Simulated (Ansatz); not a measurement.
System: SO2, charge 0, multiplicity 1. 
Coordinates optimised at B3LYP-D3(BJ)/def2-TZVP (Ansatz, an electronic-structure program):
SMILES: O=S=O
```xyz
3

S     -0.0171     0.0041     0.3653
O      0.0256     1.2345    -0.3789
O      0.0086    -1.2427    -0.3517
```
Charge 0, spin multiplicity 1.

Computed values are from Ansatz. Cores are frozen in the correlated levels unless marked. UHF or UKS for open shells. No spin-orbit coupling. No relativistic terms. Basis-set limits of correlation are two-point, X^-3; Hartree-Fock from the larger set. [CCSD(T)-MP2]/basis is that difference in the basis named.

| Property | Result |
|---|---|
| atomisation energy De | 1075.5 kJ/mol at CCSD(T)/CBS(cc-pV(T+d)Z,cc-pV(Q+d)Z) |
| vertical electron affinity (to the doublet; negative means unbound) | 0.84 eV at RI-MP2/CBS(aug-cc-pV(T+d)Z,aug-cc-pV(Q+d)Z)+[CCSD(T)-MP2]/aug-cc-pV(T+d)Z |
| total energy | -548.0925 Eh at CCSD(T)/CBS(cc-pV(T+d)Z,cc-pV(Q+d)Z) |
| dipole moment | 1.69 D at CCSD(T)/aug-cc-pV(D+d)Z |
| T1 diagnostic | 0.021 at CCSD/cc-pV(Q+d)Z |
| measured enthalpy of formation, 298 K | -297.1 kJ/mol (G2/97 table in ASE (Curtiss et al.); older table, unchecked) |
| measured dipole moment | 1.63 D (NIST CCCBDB, as tabulated in the package chemicals; older table, unchecked) |
| measured ionisation energy, adiabatic | 12.35 eV (CCCBDB table in ASE; older table, unchecked) |

The Hartree-Fock reference is unstable (checked in the largest basis), which strains HF and MP2.
